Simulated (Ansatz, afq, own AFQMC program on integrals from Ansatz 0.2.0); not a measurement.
**BNH$_{3}$, doublet: AFQMC among the cluster methods**

```tsv
atom	x (Å)	y (Å)	z (Å)
B	0.0000	-0.1798	0.7865
N	0.0000	0.0674	-0.5650
H	0.0000	0.6578	1.6392
H	0.0000	0.9957	-0.9652
H	0.0000	-0.6620	-1.2589
```

Connectivity, by distances: BH–NH2.

Basis cc-pVDZ. Noble-gas cores (and the filled d shells of Ga–Kr and In–Xe) are frozen. AFQMC by an in-house program on the Cholesky factors that Ansatz 0.2.0 writes for its CCSD(T) run. The CISD trial takes its coefficients from CCSD amplitudes. Released means that phaseless walkers are propagated on without the constraint, phases kept. Free projection: walkers drawn from exp(T), propagated without any constraint. Its projection time is finite, and what remains of the start isn't in its error. Uncertainties: one standard error, sampling alone.

Determinant: ROHF, the one that the program's search chose, which needn't be the lowest solution. The geometry is a point of a scan.

No full CI on the walks' own integrals is used here. The released AFQMC energy serves as the reference, which it does only where one determinant dominates, the energy is flat over the last release times and near the phaseless one (40 meV or 2 meV an electron, half that with transition metals). On small molecules, where full CI could be run and the noise was under 10 meV, such values lay within 10 meV of it in 19 cases of 20, a flattering rate, since the rule was set on those same cases; what remains of the bias isn't in the error bar.

Cautions: the released value is read at 2.40 1/Eh with a noise of 16 meV, more than in the cases checked (meV from the phaseless value at times in 1/Eh: -4 ± 11 at 0.24, -8 ± 11 at 0.51, -11 ± 10 at 0.99, 6 ± 13 at 1.62, 16 ± 16 at 2.40).

```
T1 diagnostic                               : 0.0181
weight of the determinant in the CISD state : 0.901
size of the correlated space                : 11 electrons in 41 orbitals
```

Reference: AFQMC with the constraint released, correlation energy -7.379 ± 0.016 eV.

```csv
level,E − E(reference) (kJ/mol),share of correlation (%)
HF,711.9 ± 1.5,0.00
MP2,82.5 ± 1.5,88.41
CCSD,18.9 ± 1.5,97.35
CCSD(T),0.9 ± 1.5,99.87
ph-AFQMC/HF,-8.9 ± 8.0,101.26
ph-AFQMC/CISD,-1.6 ± 1.9,100.22
free AFQMC,-0.3 ± 2.1,100.05
```

Free projections are given only where their last times agree within the noise and don't stop above the reference; a slow remainder of the start can still hide under it. A walk keeps the symmetry of its determinant, which the program's search chose and which needn't be the lowest solution, so a lower state of the same spin and another symmetry isn't excluded. Released energies are given only where the last usable release times agree within the noise; a slower fall can still hide under it.
